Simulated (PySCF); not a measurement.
**Question.** Give a GFN2-xTB geometry of `C=C(CC)N=C`.

**Answer.** 
Z-matrix in Å and degrees, rows numbered from 1:
```
C 
N   1  1.2531
C   2  1.3840  1  123.89
C   3  1.3317  2  122.61  1    51.03
C   3  1.5047  2  113.39  1  -136.01
C   5  1.5278  3  110.50  2   -65.86
H   1  1.0809  2  118.34  3  -176.67
H   1  1.0940  2  124.47  3     3.99
H   4  1.0770  3  121.55  2    -4.18
H   4  1.0753  3  121.51  2   172.47
H   5  1.0908  3  109.35  2   172.67
H   5  1.0929  3  109.08  2    54.16
H   6  1.0866  5  109.87  3    57.74
H   6  1.0876  5  110.25  3   -61.74
H   6  1.0876  5  110.38  3   178.03
```

The 3 C–C bonds span 1.332 Å (C3=C4, drawn double) to 1.528 Å (C5–C6, drawn single), a spread of 0.196 Å. Of the pairs four or more bonds apart, N2···H13 is among the closest relative to their van der Waals radii: 2.66 Å, 97 % of the sum of Bondi's values. The 2 C–N bonds span 1.253 Å (C1=N2, drawn double) to 1.384 Å (N2–C3, drawn single), a spread of 0.131 Å.

Structure optimised with GFN2-xTB, isolated species.

Point group: C1 (no symmetry element, even within 0.4 Å). No GFN2-xTB frequencies stand behind this structure, so it isn't proved a minimum. One conformer, not necessarily the lowest (C1–N2–C3–C4 51°, N2–C3–C5–C6 -66°).

All values are computed, not measured.
